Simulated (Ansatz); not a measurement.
Reaction: CH3S- (SMILES C[S-]) → CH3S- (SMILES [CH2-]S)
Each species at its own B3LYP-D3(BJ)/def2-TZVP minimum (Ansatz, a program for electronic structure).

Total energies in hartree (Ansatz). Radicals and triplets start from unrestricted determinants; spin-orbit coupling is neglected. Correlated methods leave the cores frozen. No relativity.

```csv
species,HF/aug-cc-pV(T+d)Z,CCSD(T)/aug-cc-pV(T+d)Z,HF/aug-cc-pV(Q+d)Z,CCSD(T)/aug-cc-pV(Q+d)Z,CCSD(T)/aug-cc-pV(D+d)Z,CCSDT(Q)/aug-cc-pV(D+d)Z
1: CH3S- (SMILES C[S-]),-437.17668,-437.60152,-437.18192,-437.62748,-437.50831,-437.50990
2: CH3S- (SMILES [CH2-]S),-437.10327,-437.53695,-437.10887,-437.56297,-437.44315,-437.44500
```

Question: Work out the isomerisation energy (electronic) in kcal/mol: take Hartree-Fock from aug-cc-pV(Q+d)Z, extrapolate the CCSD(T) correlation energy as X^-3 (X = 3, 4), and add CCSDT(Q) - CCSD(T) in aug-cc-pV(D+d)Z. 1 hartree = 627.51 kcal/mol.

Answer: 
Species 1: correlation (64·(-0.44556) - 27·(-0.42484))/37 = -0.46068; step -0.00159; E1 = -437.18192 + (-0.46068) + (-0.00159) = -437.64419
Species 2: correlation (64·(-0.45410) - 27·(-0.43368))/37 = -0.46900; step -0.00185; E2 = -437.10887 + (-0.46900) + (-0.00185) = -437.57972
-1·E1 +1·E2 = 0.06447 hartree = 40.5 kcal/mol.
